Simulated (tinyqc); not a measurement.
Inside a calculation. Method: CCSD on RHF in the sto-3g basis, for BH2+, spin multiplicity 1. One step of it, computed by the program tinyqc.

Task: Iteration 8 (converged): orbitals. Diagonalise F' = X^T F X, C = X C', fill 3 alpha and 3 beta electrons from the bottom; D = 2 C_occ C_occ^T. Each column has its largest component positive (the first on a tie).

converged F (hartree):
```
            1B 1s      1B 2s     1B 2px     1B 2py     1B 2pz      2H 1s      3H 1s
1B 1s   -7.929242  -2.302832   0.000000   0.000000   0.009078  -0.456779  -0.456779
1B 2s   -2.302832  -1.430118   0.000000   0.000000  -0.102236  -0.661292  -0.661292
1B 2px   0.000000   0.000000  -0.163493   0.000000   0.000000   0.000000   0.000000
1B 2py   0.000000   0.000000   0.000000  -0.612874   0.000000  -0.488622   0.488622
1B 2pz   0.009078  -0.102236   0.000000   0.000000  -0.211284  -0.191622  -0.191622
2H 1s   -0.456779  -0.661292   0.000000  -0.488622  -0.191622  -0.649337  -0.113034
3H 1s   -0.456779  -0.661292   0.000000   0.488622  -0.191622  -0.113034  -0.649337
```

X:
```
                1          2          3         4          5          6         7
1B 1s   -0.351580   0.000000   0.773113  0.000000  -0.568322   0.000000  0.219040
1B 2s    1.152345   0.000000  -0.286612  0.000000  -0.243363   0.000000  0.477872
1B 2px   0.000000   0.000000   0.000000  1.000000   0.000000   0.000000  0.000000
1B 2py   0.000000   1.098074   0.000000  0.000000   0.000000   0.585473  0.000000
1B 2pz   0.462291   0.000000   0.619206  0.000000   0.699481   0.000000  0.183683
2H 1s   -0.776976  -0.822607  -0.203246  0.000000   0.156206   0.390765  0.359457
3H 1s   -0.776976   0.822607  -0.203246  0.000000   0.156206  -0.390765  0.359457
```

Give: F' = X^T F X; orbital energies; coefficients C; D after iteration 8.

Result:

F' = X^T F X (hartree):
```
         1       2        3        4        5        6        7
1   0.0538  0.0000   0.7037   0.0000  -0.4918   0.0000   0.1979
2   0.0000  0.3007   0.0000   0.0000   0.0000   0.0021   0.0000
3   0.7037  0.0000  -3.7058   0.0000   3.2322   0.0000  -1.8076
4   0.0000  0.0000   0.0000  -0.1635   0.0000   0.0000   0.0000
5  -0.4918  0.0000   3.2322   0.0000  -3.2167   0.0000   1.8246
6   0.0000  0.0021   0.0000   0.0000   0.0000  -0.8210   0.0000
7   0.1979  0.0000  -1.8076   0.0000   1.8246   0.0000  -2.0593
```

orbital energies (hartree): MO1 -7.9337, MO2 -0.9634, MO3 -0.8210, MO4 -0.2288, MO5 -0.1635, MO6 0.1978, MO7 0.3007

coefficients C:
```
            MO1      MO2      MO3      MO4     MO5      MO6      MO7
1B 1s    0.9923  -0.2368   0.0000   0.1288  0.0000  -0.1872   0.0000
1B 2s    0.0295   0.6885   0.0000  -0.5336  0.0000   0.9685   0.0000
1B 2px   0.0000   0.0000   0.0000   0.0000  1.0000   0.0000   0.0000
1B 2py   0.0000   0.0000   0.5834   0.0000  0.0000   0.0000   1.0992
1B 2pz   0.0010   0.1003   0.0000   0.8197  0.0000   0.6620   0.0000
2H 1s   -0.0050   0.2993   0.3923   0.2378  0.0000  -0.8077  -0.8219
3H 1s   -0.0050   0.2993  -0.3923   0.2378  0.0000  -0.8077   0.8219
```

D after iteration 8:
```
          1B 1s    1B 2s  1B 2px   1B 2py   1B 2pz    2H 1s    3H 1s
1B 1s    2.0813  -0.2675  0.0000   0.0000  -0.0455  -0.1517  -0.1517
1B 2s   -0.2675   0.9498  0.0000   0.0000   0.1381   0.4118   0.4118
1B 2px   0.0000   0.0000  0.0000   0.0000   0.0000   0.0000   0.0000
1B 2py   0.0000   0.0000  0.0000   0.6807   0.0000   0.4578  -0.4578
1B 2pz  -0.0455   0.1381  0.0000   0.0000   0.0201   0.0600   0.0600
2H 1s   -0.1517   0.4118  0.0000   0.4578   0.0600   0.4870  -0.1286
3H 1s   -0.1517   0.4118  0.0000  -0.4578   0.0600  -0.1286   0.4870
```
